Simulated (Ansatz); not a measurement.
Write a Python script for Ansatz 0.2.0, Python API that makes a short molecular-dynamics run of Al2H4S, SMILES [AlH2][S][AlH2]. Use (for the species named): PBE, 6-31G* basis, multiplicity 1.

```yaml
atoms:
  - { symbol: Al, position_ang: [-1.3715, 0.2618, -0.7382] }
  - { symbol: S, position_ang: [-0.8940, -1.0050, 1.0218] }
  - { symbol: Al, position_ang: [1.2664, -0.4367, 0.8519] }
  - { symbol: H, position_ang: [-1.2977, -0.2849, -2.2316] }
  - { symbol: H, position_ang: [-1.7978, 1.8338, -0.5402] }
  - { symbol: H, position_ang: [1.8505, 0.8566, 1.6453] }
  - { symbol: H, position_ang: [2.3055, -1.2936, -0.0549] }
```

`al2h4s_md.py`
```python
# -*- coding: utf-8 -*-
"""Molecular dynamics of one Al2H4S molecule."""

import ansatz as az
import numpy as np


def main():
    system = (
        az.Crystal.molecule()
        .atom("Al", [-1.3715, 0.2618, -0.7382])
        .atom("S", [-0.894, -1.005, 1.0218])
        .atom("Al", [1.2664, -0.4367, 0.8519])
        .atom("H", [-1.2977, -0.2849, -2.2316])
        .atom("H", [-1.7978, 1.8338, -0.5402])
        .atom("H", [1.8505, 0.8566, 1.6453])
        .atom("H", [2.3055, -1.2936, -0.0549])
    )

    base = system.calculation().basis(gaussian="6-31G*").functional("pbe")
    symbols = [site.symbol for site in system.cartesian_sites]
    start = np.array([site.position_ang for site in system.cartesian_sites], dtype=float)
    report = base.relax(force_tolerance=0.02).run(threads=1).report
    end = np.array(report["positions_ang"])
    minimum = az.Crystal.molecule()
    for symbol, place in zip(symbols, end):
        minimum = minimum.atom(symbol, place.tolist())

    # dynamics from the relaxed geometry
    base = (
        minimum.calculation()
        .basis(gaussian="6-31G*")  # atom-centred Gaussian functions
        .functional("pbe")
        .md("nve", timestep=0.5, steps=40, temperature=800, initial_velocities="maxwell_boltzmann", seed=71)
    )
    frames = []
    res = base.session().plan().execute(on_event=lambda e: frames.append(e["data"]) if e["event"] == "md_step" else None)
    print("t (fs)   E_pot (eV)      E_kin (eV)   T (K)   d(0-1) (A)")
    for f in frames[::1]:
        xyz = np.array(f["positions_ang"])
        print(f"{f['time_fs']:6.2f} {f['lagrangian_ev']:14.5f} {f['e_kin_ev']:10.5f} {f['temperature_k']:8.1f} {np.linalg.norm(xyz[0] - xyz[1]):9.4f}")
    kept = np.array([f["conserved_ev"] for f in frames])
    print(f"conserved energy moves by at most {1000 * np.ptp(kept):.3f} meV")
    symbols = [site.symbol for site in system.cartesian_sites]
    with open("last_frame.xyz", "w") as handle:
        handle.write(f"{len(symbols)}\nt = {frames[-1]['time_fs']} fs\n")
        handle.writelines("{:2s} {:10.5f} {:10.5f} {:10.5f}\n".format(s, *xyz) for s, xyz in zip(symbols, frames[-1]["positions_ang"]))


if __name__ == "__main__":
    main()
```

Output of `python al2h4s_md.py`:
```text
t (fs)   E_pot (eV)      E_kin (eV)   T (K)   d(0-1) (A)
  0.00   -24081.93352    0.51704    800.0    2.2070
  0.50   -24081.92802    0.51154    791.5    2.2058
  1.00   -24081.91184    0.49546    766.6    2.2045
  1.50   -24081.88672    0.47055    728.1    2.2033
  2.00   -24081.85583    0.43991    680.7    2.2021
  2.50   -24081.82330    0.40767    630.8    2.2008
  3.00   -24081.79361    0.37823    585.2    2.1995
  3.50   -24081.77067    0.35545    550.0    2.1982
  4.00   -24081.75703    0.34185    528.9    2.1968
  4.50   -24081.75337    0.33810    523.1    2.1955
  5.00   -24081.75842    0.34298    530.7    2.1941
  5.50   -24081.76942    0.35375    547.4    2.1927
  6.00   -24081.78285    0.36695    567.8    2.1913
  6.50   -24081.79513    0.37905    586.5    2.1899
  7.00   -24081.80333    0.38713    599.0    2.1886
  7.50   -24081.80544    0.38919    602.2    2.1873
  8.00   -24081.80049    0.38425    594.5    2.1861
  8.50   -24081.78846    0.37227    576.0    2.1849
  9.00   -24081.77006    0.35396    547.7    2.1839
  9.50   -24081.74655    0.33055    511.4    2.1829
 10.00   -24081.71951    0.30363    469.8    2.1821
 10.50   -24081.69075    0.27498    425.5    2.1813
 11.00   -24081.66216    0.24651    381.4    2.1807
 11.50   -24081.63565    0.22012    340.6    2.1802
 12.00   -24081.61309    0.19767    305.8    2.1798
 12.50   -24081.59617    0.18083    279.8    2.1796
 13.00   -24081.58629    0.17102    264.6    2.1794
 13.50   -24081.58440    0.16915    261.7    2.1794
 14.00   -24081.59080    0.17552    271.6    2.1795
 14.50   -24081.60504    0.18967    293.5    2.1797
 15.00   -24081.62578    0.21028    325.4    2.1800
 15.50   -24081.65091    0.23523    364.0    2.1804
 16.00   -24081.67763    0.26175    405.0    2.1810
 16.50   -24081.70278    0.28668    443.6    2.1816
 17.00   -24081.72315    0.30688    474.8    2.1822
 17.50   -24081.73599    0.31959    494.5    2.1830
 18.00   -24081.73941    0.32295    499.7    2.1838
 18.50   -24081.73279    0.31638    489.5    2.1846
 19.00   -24081.71709    0.30083    465.5    2.1855
 19.50   -24081.69491    0.27889    431.5    2.1863
 20.00   -24081.67020    0.25448    393.7    2.1872
conserved energy moves by at most 1.304 meV
```

File `last_frame.xyz` afterwards:
```text
7
t = 20.0 fs
Al   -1.44436    0.37467   -0.78097
S    -0.53610    0.67232    1.18631
Al    1.40777   -0.37478    0.86211
H    -0.16695    0.25091   -1.80685
H    -2.89449    0.16925   -1.10229
H     2.41784   -0.37738    2.05852
H     1.74453   -1.08495   -0.49426
```

Total energies depend on the basis set; only differences at equal settings carry meaning. The trajectory is only some femtoseconds long, so its temperature is not equilibrated; where the script doesn't relax first, it starts from a rough generated geometry. The temperature counts the internal degrees of freedom alone. It ran for 52 s on 1 thread of AMD EPYC 9R45 96-Core Processor (Zen 5), with other jobs on the host, peak memory 0.21 GiB.

(Lines on the test bed's own set-up are left out of the output.)
